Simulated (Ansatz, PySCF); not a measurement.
System: disilane, Si2H6, charge 0, multiplicity 1. SMILES: [SiH3][SiH3]
Structure (B3LYP-D3(BJ)/def2-TZVP (Ansatz, a quantum-chemistry and plane-wave program) minimum search):
```xyz
8

Si     0.0002    -0.0110     1.1721
Si    -0.0002     0.0110    -1.1721
H     -0.0004     1.3752     1.6997
H     -1.2040    -0.7120     1.6803
H      1.2055    -0.7108     1.6798
H      0.0004    -1.3752    -1.6997
H     -1.2055     0.7108    -1.6798
H      1.2040     0.7120    -1.6803
```

Wanted: vertical ionisation energy (to the doublet state of charge +1; each state is the SCF solution reached for its spin; the molecule has degenerate orbitals, so one determinant may break the symmetry), in eV. Cores are frozen in the correlated levels unless marked. UHF or UKS for open shells. No spin-orbit coupling. No relativistic terms. CBS marks a two-point X^-3 extrapolation of the correlation energy; Hartree-Fock from the larger set. [CCSD(T)-MP2]/basis is that difference in the basis named.

```csv
level,program,vertical ionisation energy (eV),minus last row
CAM-B3LYP/def2-TZVPD,Ansatz,10.58,-0.14
MP2/aug-cc-pV(D+d)Z,Ansatz,10.53,-0.19
RI-MP2/def2-TZVPPD,Ansatz,10.60,-0.12
RI-MP2/def2-QZVPPD,Ansatz,10.66,-0.06
CCSD/def2-SVPD,Ansatz,10.52,-0.20
CCSD(T)/aug-cc-pV(D+d)Z,Ansatz,10.54,-0.18
"RI-MP2/CBS(def2-TZVPPD,def2-QZVPPD)+[CCSD(T)-MP2]/def2-TZVPPD",Ansatz,10.72,0.00
```

For comparison, minus the highest occupied orbital energy (PySCF): 7.85 eV at TPSSh/def2-TZVPD, 11.02 eV at HF/def2-TZVPD, 8.17 eV at B3LYP/def2-TZVPD.
